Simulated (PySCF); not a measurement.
**Working out the ionisation energy of N**

N [He] 2s2 2p3 (4S) → N⁺ [He] 2s2 2p2 (3P). All numbers are calculated (PySCF 2.14, the non-relativistic Hamiltonian (point nucleus), in aug-cc-pVQZ with one added diffuse shell each of s, p, d, f, g type (7s6p5d4f3g, 105 functions)). Frozen: 1s2. Energies in hartree (1 hartree = 27.21139 eV):

```json
{"part": "UHF", "N (lower)": "-54.403822", "N⁺ (upper)": "-53.893237"}
{"part": "MP2 opposite-spin", "N (lower)": "-0.073274", "N⁺ (upper)": "-0.064015"}
{"part": "MP2 same-spin", "N (lower)": "-0.031397", "N⁺ (upper)": "-0.013992"}
```

What does Hartree-Fock give?

(-53.893237) − (-54.403822) = 0.510585 hartree = 13.894 eV.

What do MP2 and SCS-MP2 (6/5 opposite-spin, 1/3 same-spin) give?

The opposite-spin parts differ by 0.252 eV and the same-spin parts by 0.474 eV. MP2: 13.894 + (0.252) + (0.474) = 14.620 eV. SCS-MP2: 13.894 + 1.2 × (0.252) + (0.474)/3 = 14.354 eV.

Measured between the centres of the two terms (NIST): 14.545 eV, so MP2 (valence) is off by 0.075 eV.

What remains against the reference includes basis incompleteness, the frozen core and correlation beyond second order.
